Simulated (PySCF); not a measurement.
**SF⁺: one state, many levels of theory**

State: ³Σ⁻ (triplet), unpaired electrons π ↑↑. Set-up: PySCF, no relativity, basis sets S def2-TZVPPD, F def2-TZVPPD. De refers to S⁺ + F in their high-spin ground configurations, without counterpoise correction. The functionals are run spin-unrestricted. A positive dipole points towards F; it is taken about the centre of mass and depends on that origin.

```tsv
Level	Re (Å)	ωe (cm⁻¹)	De (eV)	μ (D)	CPU s a point (SCF and correlation, without the integrals)
UHF	1.476	1130	1.67	-2.51	1.1
UHF-MP2	1.508	1044	3.73	n/a	1.9
UHF-SCS-MP2	1.509	1034	3.60	n/a	n/a
UHF-CCSD	1.505	1044	3.35	n/a	n/a
UHF-CCSD(T)	1.514	1014	3.55	n/a	55
PBE	1.531	974	4.52	-2.09	1.4
BLYP	1.541	942	4.37	-2.18	0.86
r²SCAN	1.514	1016	4.14	-2.11	2.2
TPSSh	1.517	1012	4.08	-2.14	2.8
PBE0	1.505	1048	4.01	-2.19	3
r²SCAN0	1.496	1070	3.76	-2.20	6.8
HSE06	1.506	1042	3.99	-2.20	2.1
MN15	1.494	1080	4.08	-2.19	2.9
BHandHLYP	1.491	1083	3.49	-2.35	1.7
```

The bond length runs from 1.476 Å (UHF) to 1.541 Å (BLYP). De spans 1.67 eV (UHF, mean field) to 4.52 eV (PBE, GGA). Correlation at CCSD(T) changes the Hartree–Fock bond energy by +1.88 eV; the triples alone change it by +0.20 eV.

Correlated steps freeze 6 core orbitals. For an ion De counts to the pair picked by the measured ionisation energies or electron affinities, which need not be the lowest pair at this level. The state was picked by a PBE0 search and need not be the measured ground state.

The whole job (state search and all levels along the bond) took about 7.4 min on 2 threads of Arm Neoverse V2 (shared host), peak memory 3.5 GiB.
